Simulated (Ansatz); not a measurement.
# Lanthanum, dhcp under LDA: testing the Methfessel-Paxton smearing

Aim: find which Methfessel-Paxton smearing width is enough for energy and pressure. The geometry was relaxed under LDA beforehand and stays fixed; 7 values are run, from 0.01 to 1.0 eV. Wanted are the values from which on the energy stays within 10 and 1 meV/atom, and the pressure within 0.5 GPa, of the narrowest run. Within the series other settings stay, but some runs also write fields, which adds to their time. Spin polarisation is left out.

Computed with Ansatz 0.2.0 (DFT LDA, plane waves with PAW, scalar-relativistic, unless a step says otherwise).

1 further run of the same task is left out (for a known fault of the program).

## (1) Starting point

It takes space group P6_3/mmc (No. 194, hexagonal). Conventional cell: a = 3.600 Å, b = 3.600 Å, c = 11.552 Å, α = 90.00°, β = 90.00°, γ = 120.00°. La (site symmetry -3m) has 12 La at 3.56 to 3.60 Å as nearest neighbours. La (site symmetry -6m2) has 12 La at 3.56 to 3.60 Å as nearest neighbours.

Structure file:

```
La
1.0
     3.59962    0.00000    0.00000
    -1.79981    3.11736    0.00000
     0.00000    0.00000   11.55244
La
4
Direct
  0.00000 0.00000 0.00000
  0.00000 0.00000 0.50000
  0.33333 0.66667 0.75000
  0.66667 0.33333 0.25000
```

## (2) Run at 0.01 eV

The run at 0.01 eV.

The input, input.yaml:

```yaml
crystal:
  lattice:
    - [3.5996230182, 0.0, 0.0]
    - [-1.7998115091, 3.1173649778, 0.0]
    - [0.0, 0.0, 11.5524372057]
  atoms:
    - { symbol: La, position: [0.0, 1.0, 0.0] }
    - { symbol: La, position: [1.0, 1.0, 0.5] }
    - { symbol: La, position: [0.3333333333, 0.6666666667, 0.75] }
    - { symbol: La, position: [0.6666666667, 0.3333333333, 0.25] }
hamiltonian:
  xc: lda
  pseudopotentials:
    kind: paw
    azcp:
      La: "pseudopotentials/La.paw.azcp"
basis:
  ecutwfc: 420
  fft_grid_basis: typed
kpoints:
  mp_grid: { grid: [10, 10, 3], shift: [0, 0, 0] }
magnetization:
  spin_polarized: false
scf:
  occupations: { method: methfessel_paxton, width: 0.01 }
  lower_state_search: "off"
output:
  stress: true
```

Launch:

```console
$ ansatz run input.yaml --threads 2 --pin off --max-ram 5120MiB --backend cpu --events-out ev --progress --plain --runs-dir out
```

## (3) Run at 0.03 eV

The run at 0.03 eV.

Edit input.yaml of step 2 so:

```diff
@@ -24,3 +24,3 @@
 scf:
-  occupations: { method: methfessel_paxton, width: 0.01 }
+  occupations: { method: methfessel_paxton, width: 0.03 }
   lower_state_search: "off"
@@ -28 +28,5 @@
   stress: true
+  write_density: true
+  write_potential: true
+  elf: true
+  volumetric_format: npy
```

## (4) Run at 0.1 eV

The run at 0.1 eV.

Edit input.yaml of step 3 so:

```diff
@@ -24,3 +24,3 @@
 scf:
-  occupations: { method: methfessel_paxton, width: 0.03 }
+  occupations: { method: methfessel_paxton, width: 0.1 }
   lower_state_search: "off"
@@ -28,5 +28 @@
   stress: true
-  write_density: true
-  write_potential: true
-  elf: true
-  volumetric_format: npy
```

## (5) Run at 0.2 eV

The run at 0.2 eV.

Edit input.yaml of step 4 so:

```diff
@@ -24,3 +24,3 @@
 scf:
-  occupations: { method: methfessel_paxton, width: 0.1 }
+  occupations: { method: methfessel_paxton, width: 0.2 }
   lower_state_search: "off"
```

## (6) Run at 0.3 eV

The run at 0.3 eV.

Edit input.yaml of step 5 so:

```diff
@@ -24,3 +24,3 @@
 scf:
-  occupations: { method: methfessel_paxton, width: 0.2 }
+  occupations: { method: methfessel_paxton, width: 0.3 }
   lower_state_search: "off"
```

## (7) Run at 0.6 eV

The run at 0.6 eV.

Edit input.yaml of step 6 so:

```diff
@@ -24,3 +24,3 @@
 scf:
-  occupations: { method: methfessel_paxton, width: 0.3 }
+  occupations: { method: methfessel_paxton, width: 0.6 }
   lower_state_search: "off"
```

## (8) Run at 1.0 eV

The run at 1.0 eV.

Edit input.yaml of step 7 so:

```diff
@@ -24,3 +24,3 @@
 scf:
-  occupations: { method: methfessel_paxton, width: 0.6 }
+  occupations: { method: methfessel_paxton, width: 1.0 }
   lower_state_search: "off"
```

(Steps that only read results are left out.)

What does the calculation give?

**Answer**, as computed:

| quantity | value |
| --- | --- |
| E(σ → 0) stays within 10 meV/atom of 0.01 eV | up to 0.6 eV |
| E(σ → 0) stays within 1 meV/atom | up to 0.2 eV |
| pressure stays within 0.5 GPa | up to 0.6 eV |
| pressure at 0.01 eV | -0.07 GPa |
| energy of a separate run on a finer mesh (13×13×4) | -6.2 meV/atom from 0.01 eV |

**Reading.** The far end, 1.0 eV, lies -75.2 meV/atom and -3.3 GPa from the yardstick. Over the range F shifts by +64.5 meV/atom, while E(σ → 0) shifts by -75.2. This scheme cancels the term in the square of the width, so F moves little up to 0.2 eV. The mesh (10×10×3) is fixed, so the narrowest widths carry a k-point error of their own. The yardstick itself is unsettled by 6.2 meV/atom against the finer mesh, so the thresholds above hold only within this series, and wider smearing, which averages over more states, can land nearer the fine-mesh value than the narrowest does. The cell taken over is 13 % smaller than the measured one (37.42 Å³/atom, COD), which weighs on all values here.
